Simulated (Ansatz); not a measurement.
**C2H3FO2: one species, many methods**

How much do the methods differ for C2H3FO2? The plan is to run it at one geometry with functionals of several rungs and with coupled cluster. The yardstick is the atomisation energy at the CCSD(T) limit.

Method: functionals in def2-TZVPP, the program's frozen cores in correlated methods; program: Ansatz 0.2.0, Gaussian basis.

The runs, in order: LDA (SPW92), PBE-D4, revPBE-D4, BLYP-D4, r2SCAN-D4, B97M-V, PBE0-D4, B3LYP-D4, r2SCANh-D4, r2SCAN0-D4, HSE06-D4, BHLYP-D4, CAM-B3LYP-D4, LC-ωPBE, ωB97X-V, ωB97M-V, B2PLYP, PBE-QIDH; CCSD(T)/def2-SVP; CCSD(T)/def2-TZVPP; MP2/def2-QZVPP; extrapolation to the limit; RPA on PBE.

## Step 1: The geometry

An earlier PBE0-D4 in a triple-zeta def2 set relaxation fixed the geometry.

SMILES `O=CC(O)F`, 8 atoms, charge 0, spin multiplicity 1.

Atoms are counted from 1 here; the program's logs count them from 0.

Bond lengths: O1–C2 1.198 Å, C2–C3 1.527 Å, C2–H6 1.105 Å, C3–O4 1.350 Å, C3–F5 1.392 Å, C3–H7 1.095 Å, O4–H8 0.970 Å. Angles: O1–C2–C3 120.8°, O1–C2–H6 122.6°, C3–C2–H6 116.5°, C2–C3–O4 111.6°, C2–C3–F5 104.0°, C2–C3–H7 112.6°, O4–C3–F5 112.0°, O4–C3–H7 110.1°, F5–C3–H7 106.3°, C3–O4–H8 107.5°.

## Step 2: LDA

This LDA is Slater exchange with PW92 correlation.

File in.yaml:

```yaml
crystal:
  periodic: [false, false, false]
  atoms:
    - {symbol: O, position_ang: [-1.673808, 0.110923, 0.448409]}
    - {symbol: C, position_ang: [-0.838431, 0.291586, -0.390946]}
    - {symbol: C, position_ang: [0.635560, 0.020861, -0.098656]}
    - {symbol: O, position_ang: [0.831467, -0.325396, 1.191739]}
    - {symbol: F, position_ang: [0.966679, -1.012001, -0.970749]}
    - {symbol: H, position_ang: [-1.087136, 0.609705, -1.419259]}
    - {symbol: H, position_ang: [1.279955, 0.865151, -0.364306]}
    - {symbol: H, position_ang: [-0.022186, -0.617930, 1.547966]}
basis:
  gaussian: {orbitals: def2-TZVPP}
hamiltonian: {xc: lda}
output: {orbitals: {seedname: orbitals}}
```

The runs that follow: PBE-D4 (GGA); revPBE-D4 (GGA); BLYP-D4 (GGA); r2SCAN-D4 (meta-GGA); B97M-V (meta-GGA); PBE0-D4 (hybrid); B3LYP-D4 (hybrid); r2SCANh-D4 (hybrid); r2SCAN0-D4 (hybrid); HSE06-D4 (hybrid); BHLYP-D4 (hybrid); CAM-B3LYP-D4 (range-separated); LC-ωPBE (range-separated); ωB97X-V (range-separated); ωB97M-V (range-separated); B2PLYP (double hybrid); PBE-QIDH (double hybrid); CCSD(T) in def2-SVP; CCSD(T) in def2-TZVPP; MP2 in def2-QZVPP; RPA on PBE orbitals.

Q: Predict the results of all the runs planned. Wanted: atomisation energy, CCSD(T)/CBS; farthest beyond LDA; mean size of error, GGA; mean size of error, meta-GGA; mean size of error, hybrid; mean size of error, range-separated; mean size of error, double hybrid; gap, smallest and largest; T1 diagnostic.

The runs gave:

```
                               quantity                                                                                    value
        atomisation energy, CCSD(T)/CBS                                                                            3299.3 kJ/mol
 functionals within 16.5 kJ/mol (0.5 %)  r2SCAN-D4, B97M-V, PBE0-D4, B3LYP-D4, HSE06-D4, CAM-B3LYP-D4, LC-ωPBE, ωB97X-V, ωB97M-V
                    farthest beyond LDA                                                                 BHLYP-D4 (-187.1 kJ/mol)
                mean size of error, GGA                                                                              65.2 kJ/mol
           mean size of error, meta-GGA                                                                              11.2 kJ/mol
             mean size of error, hybrid                                                                              57.0 kJ/mol
    mean size of error, range-separated                                                                              11.9 kJ/mol
      mean size of error, double hybrid                                                                              33.0 kJ/mol
              gap, smallest and largest                                                3.67 eV (LDA (SPW92)), 11.98 eV (LC-ωPBE)
                          T1 diagnostic                                                                                   0.0142
triples share of the correlation energy                                                                                    3.7 %
```

The LDA atomisation energy is off by 646.0 kJ/mol (20 %): it overbinds. PBE-D4 is off by +142.2 kJ/mol. Double hybrids carry the basis error of their MP2 part in triple zeta, and no dispersion term here, so their miss is partly the set-up's. The rungs meta-GGA, range-separated miss on average by less than the doubt on the reference (16.5 kJ/mol), so they tie. Misses under about 16.5 kJ/mol are within the doubt on the reference itself, which lacks core-valence correlation, relativity and higher excitations. Hartree-Fock recovers 67 % of the binding; the rest is correlation. CCSD(T) in def2-SVP is off by -172.7 kJ/mol, so the small basis spoils what the method gains. Orbital gaps span 3.7 to 12.0 eV; exact exchange widens them.
